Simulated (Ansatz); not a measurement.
**Al2HF (singlet): wave-function methods side by side at a displaced geometry (v1), cc-pVDZ**

The task here is to estimate one member of a computed series from the others.

The runs use Ansatz 0.2.0, Gaussian basis; cc-pVDZ, core rule «outside noble gas», up to 11 orbitals frozen.

To be run: UHF; CCSD(T) on RHF; CCSD(T) on UHF; BCCD(T) on RHF; CISD; CCSDT(Q) on RHF; CCSDT(Q) on UHF; CASSCF and MRCISD+Q, 8 electrons in 8 orbitals; CASSCF and NEVPT4(SD), 8 electrons in 8 orbitals; CASSCF and NEVPT2, 8 electrons in 8 orbitals.

19 further runs of the same task are left out: 8 that didn't finish, 11 set aside as unsound or not needed.

### What is computed

The geometry is a PBE0/def2-TZVP stationary point (not a proven minimum) with its atoms shifted at random (size 0.040 Å).

4 atoms, charge 0, spin multiplicity 1.

Atoms are counted from 1 here; the program's logs count them from 0.

Bond lengths: Al1–Al2 2.685 Å, Al1–H4 1.807 Å, Al2–F3 1.723 Å, Al2–H4 1.974 Å. Angles: Al2–Al1–H4 47.3°, Al1–Al2–F3 146.6°, Al1–Al2–H4 42.3°, F3–Al2–H4 104.4°, Al1–H4–Al2 90.4°.

Set-up of the first run:

Input file in.yaml:

```yaml
crystal:
  periodic: [false, false, false]
  atoms:
    - {symbol: Al, position_ang: [-0.011043, 0.081101, 2.069836]}
    - {symbol: Al, position_ang: [-0.011876, -0.361586, -0.578014]}
    - {symbol: F, position_ang: [0.036088, 0.335298, -2.152788]}
    - {symbol: H, position_ang: [-0.066689, 1.188350, 0.642793]}
basis:
  gaussian: {orbitals: cc-pVDZ}
magnetization: {spin_polarized: true, initial_magnetization: 0}
hamiltonian: {xc: hf}
output: {orbitals: {seedname: orbitals}}
```

Started as:

```console
ansatz run in.yaml --threads 1 --pin off --events-out ev --progress --plain --max-ram 2393MiB
```

Among the steps run: UHF; CCSD(T) on RHF; CCSD(T) on UHF; BCCD(T) on RHF; CISD; CCSDT(Q) on RHF; CCSDT(Q) on UHF; CASSCF and MRCISD+Q, 8 electrons in 8 orbitals; CASSCF and NEVPT4(SD), 8 electrons in 8 orbitals; CASSCF and NEVPT2, 8 electrons in 8 orbitals.

One of the session's tables, all rows but one given; the rest of the session is left out.

It belongs to the step «Misses and costs». 

```
           method  from RCCSDT(Q) (meV)
              RHF               +9274.6
              UHF               +9266.0
             RMP2               +1095.1
             CISD               +1256.1
            RCCSD                +272.2
         RCCSD(T)                 +56.5
          BCCD(T)                 +50.8
           RCCSDT                     ?
        RCCSDT(Q)                     0
  CASSCF frontier               +5589.2
  MRCISD frontier                +632.6
MRCISD+Q frontier                 +64.2
```

**Question.** Estimate the row for RCCSDT.

As computed: from RCCSDT(Q) (meV): +23.5. In the column «from RCCSDT(Q) (meV)» it lies between RCCSDT(Q) (0) and BCCD(T) (+50.8).

Not comparable, so not listed: CCSD(T) on UHF; CASSCF and NEVPT4(SD), 8 electrons in 8 orbitals; CASSCF and NEVPT2, 8 electrons in 8 orbitals (they don't share determinant, frozen orbitals or solution with the rows shown, or repeat one).

Limits of these values: Warnings: restricted reference is unstable; spin contamination. Warnings in the runs' records: passed over end.
